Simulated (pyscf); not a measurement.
H₂As–AsH₂ + H₂O -> HO–AsH₂ + AsH₃, a four-centre exchange (singlet surface; As–As, H–O broken, As–O, As–H formed). Optimised with ωB97X-D3(BJ)/def2-SVP in PySCF. Energies in kJ/mol from the separated reactants.

Small-basis levels: PySCF, no dispersion term, spherical d functions. AM1 to PM7: differences of heats of formation from MOPAC. GFN2-xTB: tblite. Cost: rough CPU time at the saddle relative to B3LYP/6-31G*+LANL2DZ, from one job on a shared machine.

```tsv
level	barrier	reaction energy	cost
MP2/6-31G*+LANL2DZ	190.4	+12.1	0.2
SVWN5/6-31G*+LANL2DZ	99.5	+52.3	0.8
BP86/6-31G*+LANL2DZ	151.4	+46.4	1
B3LYP/STO-3G	182.3	+17.4	1
M06-2X/6-31G*+LANL2DZ	171.3	+38.3	2
PBE/def2-SVP	159.1	+57.9	4
GFN2-xTB	237.9	+5.5	under 0.02
AM1	___	+68.4	under 0.02
PM3	241.4	+26.0	under 0.02
ωB97M-D3(BJ)/def2-TZVP	___	+55.6	–
```

Task: Complete the blanks.

Result: 
- AM1, barrier: 194.1
- ωB97M-D3(BJ)/def2-TZVP, barrier: 210.6

Against the last row the barrier runs from -111.1 (SVWN5/6-31G*+LANL2DZ) to +30.8 kJ/mol (PM3). ωB97M-D3(BJ)/def2-TZVP has limits of its own. This is the saddle that the search found; another between the same sides may lie lower. In the def2 sets elements up to Kr have no core potential.
